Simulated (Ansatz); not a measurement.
Job for Ansatz (a program for electronic structure): R-CCSD(T)/aug-cc-pVDZ on C2H8O2 (a complex).

Ansatz 0.2 input:
```yaml
crystal:
  periodic: [false, false, false]
  atoms:
    - {symbol: O, position_ang: [-1.45717791, 0.32125918, -0.10217505]}
    - {symbol: H, position_ang: [-0.51294591, 0.29746218, -0.30631005]}
    - {symbol: C, position_ang: [-1.97310791, -0.96674682, -0.36751405]}
    - {symbol: H, position_ang: [-3.03098791, -0.95172382, -0.11881805]}
    - {symbol: H, position_ang: [-1.87765291, -1.24812982, -1.41896505]}
    - {symbol: H, position_ang: [-1.49587891, -1.74173182, 0.23773695]}
    - {symbol: O, position_ang: [1.42020109, 0.22120318, -0.39631205]}
    - {symbol: H, position_ang: [1.88899009, 0.83558818, -0.96597805]}
    - {symbol: C, position_ang: [1.92903509, 0.37822218, 0.92540595]}
    - {symbol: H, position_ang: [1.37546609, -0.30997382, 1.55553595]}
    - {symbol: H, position_ang: [2.98803109, 0.12778318, 0.98212895]}
    - {symbol: H, position_ang: [1.77659509, 1.38891618, 1.30329795]}
basis:
  gaussian:
    orbitals: aug-cc-pVDZ
magnetization: {spin_polarized: false}
correlation: {method: ccsd_t, electrons: outside_noble_gas}
scf: {lower_state_search: off}
```

It printed:

```
WARN ansatz: RAYON_NUM_THREADS=1 ignored (pool sized by the plan → 1); use --threads N
Functional definition: HF
these checks for a lower state are left out or cut short: stability, starts, cluster_reference, orbital_swaps, neighbouring_geometries, increment
integrals: 0.54 GiB planned
1582 factors; integrals over basis functions are off by at most 8.6e-4 eV
mean field: 0.50 GiB planned
mean field evaluation 1: about -6258.4275 eV, gradient 4.1e1 eV
mean field evaluation 2: about -6258.5263 eV, gradient 4.1e1 eV
mean field evaluation 4: about -6262.0840 eV, gradient 3.9e0 eV
mean field evaluation 8: about -6262.1287 eV, gradient 2.0e-1 eV
mean field -6262.12883921 eV, -230.1289902177 hartree, gradient 2.4e-6 eV, S^2 0.000000; 0 other end points of the search recorded, 0 dependent functions left out
4 core orbitals not correlated
reference -6262.12883921 eV, -230.1289902177 hartree; 14, 14 occupied and 146, 146 virtual orbitals, 1582 factors
second order -19.69903071 eV of doubles, -0.00000000 eV of singles
coupled cluster: 1.68 GiB planned
cycle   1  -20.34412928 eV  change   -6.5e-1 eV  update   9.6e-2
cycle   2  -20.83140289 eV  change   -4.9e-1 eV  update   2.7e-2
cycle   3  -20.95189765 eV  change   -1.2e-1 eV  update   1.3e-2
cycle   4  -20.94766872 eV  change    4.2e-3 eV  update   2.7e-3
cycle   5  -20.94734753 eV  change    3.2e-4 eV  update   1.1e-3
cycle   6  -20.94788645 eV  change   -5.4e-4 eV  update   3.3e-4
cycle   7  -20.94776439 eV  change    1.2e-4 eV  update   1.2e-4
cycle   8  -20.94770289 eV  change    6.1e-5 eV  update   4.2e-5
cycle   9  -20.94770338 eV  change   -4.8e-7 eV  update   1.6e-5
perturbative correction -0.58542504 eV, -0.0215139735 hartree
Total energy: -6283.66196763 eV, -230.9203180914 hartree
Checks for a lower state left out: stability, starts, cluster_reference, orbital_swaps, neighbouring_geometries, increment
```

The calculation finished and met its thresholds.

Cost: about 70 core-seconds (a rough figure).
